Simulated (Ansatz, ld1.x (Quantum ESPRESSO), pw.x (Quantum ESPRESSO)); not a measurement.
From atom to crystal: ultrasoft potential for magnesium (Mg)

Mg, ultrasoft, made with ld1.x (Quantum ESPRESSO) 7.5 (PBEsol, scalar-relativistic). Core [Ne], reference 3s1.5 3p0 (charge +0.5). Waves: 3s (bound): rcut 2.15, rcutus 2.65 bohr; 3s channel at -0.2 Ry: rcut 2.15, rcutus 2.65 bohr; 3p (bound, empty): rcut 2.60, rcutus 3.50 bohr; 3p channel at 0.5 Ry: rcut 2.60, rcutus 3.50 bohr; 3d channel at 0.1 Ry: rcut 3.30, rcutus 4.00 bohr; 3d channel at 1.7 Ry: rcut 3.30, rcutus 4.00 bohr. Local part: all-electron potential smoothed inside 3.75 bohr (lloc = -1). Core correction: Bessel-smoothed model core inside 2.52 bohr. Augmentation charge: PSQ, inside the norm-conserving radii.

Crystal test: diamond Mg in pw.x 7.5, no spin, 8³ k-points, Fermi–Dirac smearing 0.01 Ry, cutoffs 40/320 Ry. The reference is all-electron LAPW (Ansatz 0.2.0) with the same functional, mesh and smearing; V0 and B0 come from Birch–Murnaghan fits to the pressures at five volumes. Errors are pseudo minus all-electron; Δ is the rms difference of the E(V) curves that follow from these fits, minima aligned, over ±6 % about the mean V0. Mesh and smearing are coarse, so the numbers serve the comparison and aren't converged zero-temperature values; the lattice is a test structure that the element need not adopt.

All-electron: a0 = 6.780 Å (V0 = 38.96 Å³/atom), B0 = 11.9 GPa.

Q: How far does the potential miss the all-electron equation of state?

A: mean pressure error (GPa): +0.39; a0 (Å): 6.848; a0 error (%): +1.00; B0 error (%): +0.0; Δ (meV/atom): 3.1. The largest radius (4.00 bohr) exceeds half the bond length (2.77 bohr), so the spheres overlap, which is one possible source of error among others. This is a poor potential for the solid.

```csv
V (Å³/atom),P all-electron (GPa),P pseudo (GPa)
37.049,0.66,1.14
38.024,0.30,0.73
38.999,-0.01,0.37
39.974,-0.29,0.05
40.949,-0.54,-0.23
```

Q: At the middle volume, how do free energy and pressure move when the wave cutoff is lowered (ecutrho held at 320 Ry)?

A:

```
cutoff (Ry)  shift of F (meV/atom)  shift of P (GPa)
         18                   +0.2             -0.00
         24                   +0.1             +0.00
         32                   +0.0             +0.00
```

Input at the middle volume:

```
&control
  calculation='scf', prefix='x', pseudo_dir='./', outdir='./tmp', tstress=.true., disk_io='low'
/
&system
  ibrav=0, nat=2, ntyp=1, ecutwfc=40, ecutrho=320, nbnd=9,
  occupations='smearing', smearing='fd', degauss=0.01
/
&electrons
  conv_thr=1e-09, mixing_beta=0.4, electron_maxstep=70
/
ATOMIC_SPECIES
Mg 1.0 Mg.UPF
CELL_PARAMETERS angstrom
  0.00000000 3.39118246 3.39118246
  3.39118246 0.00000000 3.39118246
  3.39118246 3.39118246 0.00000000
ATOMIC_POSITIONS crystal
Mg 0.0000 0.0000 0.0000
Mg 0.2500 0.2500 0.2500
K_POINTS automatic
8 8 8 0 0 0
```

```bash
pw.x < Mg.scf.in > Mg.scf.out
```

Lines of the output:

```
Message from routine setup:
     using ibrav=0 with symmetry is DISCOURAGED, use correct ibrav instead
     lattice parameter (alat)  =       9.0629  a.u.
     unit-cell volume          =     526.3566 (a.u.)^3
     number of electrons       =         4.00
     number of Kohn-Sham states=            9
     kinetic-energy cutoff     =      40.0000  Ry
     charge density cutoff     =     320.0000  Ry
     scf convergence threshold =      1.0E-09
     Exchange-correlation= PBESOL
     number of k points=    29  Fermi-Dirac smearing, width (Ry)=  0.0100
     iteration #  1     ecut=    40.00 Ry     beta= 0.40
     total energy              =      -3.78756918 Ry
     estimated scf accuracy    <       0.01553201 Ry
     iteration #  2     ecut=    40.00 Ry     beta= 0.40
     total energy              =      -3.78659855 Ry
     estimated scf accuracy    <       0.00468824 Ry
     iteration #  3     ecut=    40.00 Ry     beta= 0.40
     total energy              =      -3.78691399 Ry
     estimated scf accuracy    <       0.00004238 Ry
     iteration #  4     ecut=    40.00 Ry     beta= 0.40
     total energy              =      -3.78691874 Ry
     estimated scf accuracy    <       0.00003232 Ry
     iteration #  5     ecut=    40.00 Ry     beta= 0.40
     total energy              =      -3.78692071 Ry
     estimated scf accuracy    <       0.00000001 Ry
     iteration #  6     ecut=    40.00 Ry     beta= 0.40
     total energy              =      -3.78692078 Ry
     estimated scf accuracy    <          8.5E-09 Ry
     iteration #  7     ecut=    40.00 Ry     beta= 0.40
     the Fermi energy is     0.7850 ev
!    total energy              =      -3.78692078 Ry
     estimated scf accuracy    <          7.6E-11 Ry
     smearing contrib. (-TS)   =      -0.00552453 Ry
     The total energy is F=E-TS. E is the sum of the following terms:
     one-electron contribution =       1.43894649 Ry
     hartree contribution      =       0.10855590 Ry
     xc contribution           =      -1.96656612 Ry
     ewald contribution        =      -3.36233252 Ry
     convergence has been achieved in   7 iterations
          total   stress  (Ry/bohr**3)                   (kbar)     P=        3.67
```

The run at the middle volume (29 k-points, 7 iterations) took about 15 s on one core of a shared host (Neoverse-V1, 64 threads, 495 GiB, load 20).
